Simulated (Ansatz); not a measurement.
# NH₂O (quartet): wave-function methods side by side at distance O1–H3 along a hydrogen transfer = 0.960 Å, cc-pVTZ

How much of the correlation energy of NH₂O (quartet) does each wave-function method recover here?

Computed with Ansatz 0.2.0, Gaussian basis. Level: cc-pVTZ, core rule «outside noble gas», up to 2 orbitals frozen.

Plan: UHF; CCSD(T) on ROHF; CCSD(T) on UHF; BCCD(T) on ROHF; CISD; CCSDT(Q) on ROHF; CCSDT(Q) on UHF; CASSCF and NEVPT2, 5 electrons in 5 orbitals; CASSCF and NEVPT2, 13 electrons in 10 orbitals.

## (1) The system

The geometry derives from fragments relaxed apart (PBE0/def2-TZVP) and kept rigid, so it is no stationary point. A hydrogen atom is moved between rigid fragments.

4 atoms, charge 0, spin multiplicity 4.

Atoms are counted from 1 here; the program's logs count them from 0.

Bond lengths: O1–H2 0.960 Å, O1–H3 0.960 Å. Angles: H2–O1–H3 105.1°.

## (2) UHF

in.yaml reads:

```yaml
crystal:
  periodic: [false, false, false]
  atoms:
    - {symbol: O, position_ang: [-1.140372, -0.029165, 0.000000]}
    - {symbol: H, position_ang: [-1.389682, 0.897410, 0.000000]}
    - {symbol: H, position_ang: [-0.180843, -0.029165, 0.000000]}
    - {symbol: N, position_ang: [1.415628, -0.029165, 0.000000]}
basis:
  gaussian: {orbitals: cc-pVTZ}
magnetization: {spin_polarized: true, initial_magnetization: 3}
hamiltonian: {xc: hf}
output: {orbitals: {seedname: orbitals}}
```

The run is started by

```
> ansatz run in.yaml --threads 1 --pin off --events-out ev --progress --plain --max-ram 2816MiB --backend cpu
```

After this run come: CCSD(T) on ROHF; CCSD(T) on UHF; BCCD(T) on ROHF; CISD; CCSDT(Q) on ROHF; CCSDT(Q) on UHF; CASSCF and NEVPT2, 5 electrons in 5 orbitals; CASSCF and NEVPT2, 13 electrons in 10 orbitals.

Q: Predict the results of all the runs planned. Wanted: UCCSDT(Q) below the RHF energy; RMP2 from UCCSDT(Q); UMP2 from UCCSDT(Q); RCCSD from UCCSDT(Q); RCCSD(T) from UCCSDT(Q); UCCSD(T) from UCCSDT(Q); RCCSDT(Q) from UCCSDT(Q); NEVPT2 pair from UCCSDT(Q); NEVPT2 valence from UCCSDT(Q).

**Answer**, as computed:

| quantity | value |
| --- | --- |
| UCCSDT(Q) below the RHF energy | -10.8984 eV |
| RMP2 from UCCSDT(Q) | +912.1 meV |
| UMP2 from UCCSDT(Q) | +896.3 meV |
| RCCSD from UCCSDT(Q) | +325.5 meV |
| RCCSD(T) from UCCSDT(Q) | +28.5 meV |
| UCCSD(T) from UCCSDT(Q) | +24.9 meV |
| RCCSDT(Q) from UCCSDT(Q) | +4.1 meV |
| NEVPT2 pair from UCCSDT(Q) | +967.0 meV |
| NEVPT2 valence from UCCSDT(Q) | +1472.5 meV |
| levels within 1 kcal/mol (43 meV) | RCCSD(T), UCCSD(T), BCCD(T), RCCSDT, UCCSDT, RCCSDT(Q) |
| T1 diagnostic | 0.014 |
| effectively unpaired electrons | 3.01 |

**Reading.** RCCSD(T) misses by +28.5 meV, 0.3 % of the correlation energy. One determinant dominates. Of the multireference levels listed NEVPT2 pair comes nearest in total energy (+967.0 meV), which doesn't show that its space is the better one. These misses are within one basis, not against nature; the frozen cores of restricted and unrestricted runs differ, which can shift their rows.
